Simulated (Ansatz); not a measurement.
An input meant for C2H8Si⁻, that is SiMe2H2 with one electron more (charge -1, doublet; atoms displaced at random, 0.03 Å in each coordinate).

```yaml
crystal:
  periodic: [false, false, false]
  atoms:
    - {symbol: Si, position_ang: [-0.616194, -0.012086, -0.389334]}
    - {symbol: C, position_ang: [-0.640498, 0.026571, 1.477134]}
    - {symbol: H, position_ang: [-1.651135, 0.027020, 1.792223]}
    - {symbol: H, position_ang: [-0.073187, 0.877206, 1.846321]}
    - {symbol: H, position_ang: [-0.159011, -0.898136, 1.856184]}
    - {symbol: C, position_ang: [1.149828, -0.026739, -1.066364]}
    - {symbol: H, position_ang: [1.256243, -0.003996, -2.166310]}
    - {symbol: H, position_ang: [1.674598, -0.885999, -0.734078]}
    - {symbol: H, position_ang: [1.710643, 0.873368, -0.744499]}
    - {symbol: H, position_ang: [-1.399350, 1.178314, -0.927095]}
    - {symbol: H, position_ang: [-1.353887, -1.193232, -0.945192]}
basis:
  gaussian: {orbitals: "6-31G*", final_grid: {core_spheres: 1, valence_spheres: 1, degree: 5}}
total_charge: -1
magnetization: {spin_polarized: true, initial_magnetization: 1}
hamiltonian: {xc: {name: PBE}}
accuracy: high
scf: {omitted_lower_state_checks: [starts]}
output: {forces: true}
```

```sh
$ ansatz run in.yaml --threads 4 --pin off --events-out ev --progress --plain --max-ram 3916MiB
```

It prints (some lines left out):

```
Functional definition: PBE
1570 factors; integrals over basis functions are off by at most 3.9e-9 eV
mean field evaluation 1: about -10065.9491 eV, gradient 3.2e1 eV
mean field evaluation 2: about -10061.2154 eV, gradient 4.3e1 eV
mean field evaluation 4: about -10071.0133 eV, gradient 2.2e0 eV
mean field evaluation 8: about -10046.4426 eV, gradient 7.8e0 eV
mean field evaluation 16: about -10046.9610 eV, gradient 5.1e-1 eV
mean field -10047.40392907 eV, -369.2352840184 hartree, gradient 2.1e-8 eV, S^2 0.752874; 0 other end points of the search recorded, 0 dependent functions left out
reference -10047.40396134 eV, -369.2352852042 hartree; 18, 17 occupied and 47, 48 virtual orbitals, 1570 factors
Total energy: -10047.40396134 eV, -369.2352852042 hartree
Atom 0 at    -0.616194    -0.012086    -0.389334 Å, force     5.844358     0.300152     4.059652 eV/Å
Atom 1 at    -0.640498     0.026571     1.477134 Å, force    -0.937228    -0.936313    -3.756069 eV/Å
Atom 2 at    -1.651135     0.027020     1.792223 Å, force     2.905915     0.175110    -0.210461 eV/Å
Atom 3 at    -0.073187     0.877206     1.846321 Å, force    -1.675560    -2.680920    -1.815374 eV/Å
Atom 4 at    -0.159011    -0.898136     1.856184 Å, force    -1.457943     3.147299    -1.738182 eV/Å
Atom 5 at     1.149828    -0.026739    -1.066364 Å, force    -2.759807     0.896278    -0.718095 eV/Å
Atom 6 at     1.256243    -0.003996    -2.166310 Å, force     0.027363    -0.121438     3.148338 eV/Å
Atom 7 at     1.674598    -0.885999    -0.734078 Å, force    -2.038138     2.379789    -0.374868 eV/Å
Atom 8 at     1.710643     0.873368    -0.744499 Å, force    -2.506879    -3.056842    -0.539493 eV/Å
Atom 9 at    -1.399350     1.178314    -0.927095 Å, force     1.384992    -2.249728     0.943512 eV/Å
Atom 10 at    -1.353887    -1.193232    -0.945192 Å, force     1.212926     2.146612     1.001039 eV/Å
Dipole moment:    -0.201236    -0.024137    -0.131122 e Å
Checks for a lower state left out: starts
```

Task: Something in this input is off. What?

Result: The integration grid is far too coarse. Self-consistency was reached. The result belongs to that input, not to the species as meant. The highest occupied level of an anion often lies above zero with these methods, and sets without diffuse functions describe the outer electron poorly.
